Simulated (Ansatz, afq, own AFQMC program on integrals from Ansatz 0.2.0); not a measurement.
AFQMC on a folder of integrals that Ansatz 0.2.0 wrote.

```yaml
crystal:
  periodic: [false, false, false]
  atoms:
    - {symbol: C, position_ang: [-0.011769, 0.000000, 0.594637]}
    - {symbol: C, position_ang: [-0.025439, 0.000000, -0.833034]}
    - {symbol: H, position_ang: [1.109363, -0.000004, 0.611143]}
    - {symbol: H, position_ang: [-0.332990, 0.912927, 1.114803]}
    - {symbol: H, position_ang: [-0.332996, -0.912924, 1.114803]}
basis:
  gaussian: {orbitals: cc-pVDZ}
magnetization: {spin_polarized: true, initial_magnetization: 1}
correlation: {method: ccsd_t, electrons: outside_noble_gas, hamiltonian_folder: ham}
```

```sh
$ ansatz run in.yaml --threads 1 --pin off --events-out ev --progress --plain --max-ram 1382MiB
```

afq runs on the folder ham with

```
--method free --trial cisd --walkers 60 --time-step 0.03 --max-blocks 80 --target-error 0.0004 --factor-cut 1e-05 --seed 5782 --times 0,0.21,0.42,0.81,1.2,1.8,2.4,3 --taylor-order 8
```

Times are imaginary, in 1/Eh. The walk had a cap of 1706 s.

Output of the walk:

```
orbitals 41  electrons 6 5  factors 331 of 392
reference energy -77.33097311 Eh
CCSD correlation -0.26144849 Eh in 17 cycles, weight of the determinant in the CISD state 0.8658
repeat  energy at the last time / Eh  error
    10  -77.602428  0.002026
    20  -77.600619  0.001474
    30  -77.600328  0.001070
    40  -77.599991  0.000868
    50  -77.599382  0.000770
    60  -77.599683  0.000716
    70  -77.599828  0.000660
    80  -77.599813  0.000591
time / (1/Eh)  energy / Eh  error  mean overlap
  0.00  -77.592492  0.000225  1.1555
  0.21  -77.596759  0.000290  1.1576
  0.42  -77.598340  0.000301  1.1604
  0.81  -77.599872  0.000317  1.1599
  1.20  -77.600293  0.000417  1.1709
  1.80  -77.600569  0.000382  1.1796
  2.40  -77.601097  0.000521  1.1647
  3.00  -77.599813  0.000591  1.1892
energy -77.599813 +/- 0.000591 Eh
```

The run passed its tests (error under three times the target), which doesn't prove that it has relaxed.

Against this walk (error 16.1 meV) on the same determinant: CCSD(T) 1.1 meV higher (within the noise), the released energy of a separate walk with a CISD trial 23.6 ± 26.1 meV lower (within the noise). The error is statistical, and a free projection of finite length keeps a remainder of its start. The last points scatter (meV from the last: -2 ± 9 at 0.81, -13 ± 11 at 1.20, -21 ± 10 at 1.80, -35 ± 14 at 2.40, 0 ± 16 at 3.00); the last is the one printed as the energy, and the gaps above move with that scatter.

Cautions: remainder of the start not in the error; error above the target (16.1 against 10.9 meV); unrestricted determinant slightly spin contaminated (⟨S²⟩ 0.84 against 0.75).

The walk took 11 min on 1 thread of Arm Neoverse N1, on a shared host. The log's last line is the free-projection energy.

A walk keeps the symmetry of its determinant, which the program's search chose and which needn't be the lowest solution, so a lower state of the same spin and another symmetry isn't excluded.
